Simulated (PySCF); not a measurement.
Species: formic acid, CH2O2.
Atom-mapped SMILES: `[O:1]=[CH:2][OH:3]` (hydrogens: H4 on C2; H5 on O3)

Method: BHandHLYP/def2-TZVP geometry optimisation, gas phase (PySCF 2.14.0).

Problem. List the bond lengths, angles and torsions at this level.

Solution. 
| bond | length (Å) | order |
| --- | --- | --- |
| O1=C2 | 1.184 | double |
| C2–O3 | 1.327 | single |
| C2–H4 | 1.088 | single |
| O3–H5 | 0.959 | single |

Orders are formal, as drawn. A selection of angles:
| angle | degrees |
| --- | --- |
| O1–C2–O3 | 125.0 |
| O1–C2–H4 | 124.9 |
| O3–C2–H4 | 110.1 |
| C2–O3–H5 | 108.5 |

Torsions: H5–O3–C2–O1 0° (synperiplanar).

The C–O distances run from 1.184 Å (O1=C2, drawn double) to 1.327 Å (C2–O3, drawn single), a spread of 0.143 Å.

Point group: Cs (every atom within 0.08 Å of its image). Whether it is a minimum is left open (no frequencies). The numbers are those of one conformer (O1–C2–O3–H 0°).

The run took 8.6 s on an Arm Neoverse V1 with one thread, no GPU, shared host with 32 logical CPUs at a one-minute load of 17, and the process peaked at 0.40 GiB of memory. These figures are those of the optimisation.
